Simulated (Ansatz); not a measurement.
# CH3SSi: the cost of one run

Method: UKS BHLYP-D4/def2-SVP, in Ansatz 0.2.0.

**1. The starting structure**

Bond lengths: C1–Si2 1.807 Å, C1–S3 1.752 Å, Si2–S3 2.252 Å, C1–H4 1.072 Å, Si2–H5 1.455 Å, Si2–H6 1.450 Å. Angles: C1–Si2–S3 49.7°, C1–Si2–H5 128.9°, C1–Si2–H6 116.0°, S3–Si2–H5 110.5°, S3–Si2–H6 109.6°, H5–Si2–H6 115.1°, Si2–C1–S3 78.5°, Si2–C1–H4 143.0°, S3–C1–H4 121.6°, C1–S3–Si2 51.8°.

Coordinates:

```xyz
6

C    -0.6013   -0.9221   -0.0234
Si    0.6030    0.3960    0.2526
S    -1.4463    0.4662   -0.6789
H    -0.7180   -1.9013   -0.4435
H     1.5971    0.9328   -0.6639
H     0.5657    1.0283    1.5571
```

**2. End point A**

The input, input.yaml:

```yaml
crystal:
  periodic: [false, false, false]
  atoms:
    - { symbol: C, position_ang: [-0.60133, -0.92206, -0.02339] }
    - { symbol: Si, position_ang: [0.60296, 0.39604, 0.25262] }
    - { symbol: S, position_ang: [-1.44632, 0.46616, -0.67892] }
    - { symbol: H, position_ang: [-0.71804, -1.90128, -0.44346] }
    - { symbol: H, position_ang: [1.59708, 0.93285, -0.66392] }
    - { symbol: H, position_ang: [0.56566, 1.02829, 1.55706] }
magnetization:
  spin_polarized: true
  initial_magnetization: 1
basis:
  gaussian: { orbitals: def2-SVP }
hamiltonian:
  xc: { name: BHLYP }
  dispersion: d4
relax:
  f_tol: 0.02
  max_steps: 50
output:
  orbitals: {}
```

On the command line:

```
$ ansatz run input.yaml --threads 2 --pin off --max-ram 3072MiB --backend cpu --events-out ev --progress --plain --runs-dir out
```

**Question.** How long does this run take on 2 threads of AMD EPYC 9R45 (Zen 5), shared host, and how much memory does it need?

About 4.8 s, with a peak of 0.2 GiB.
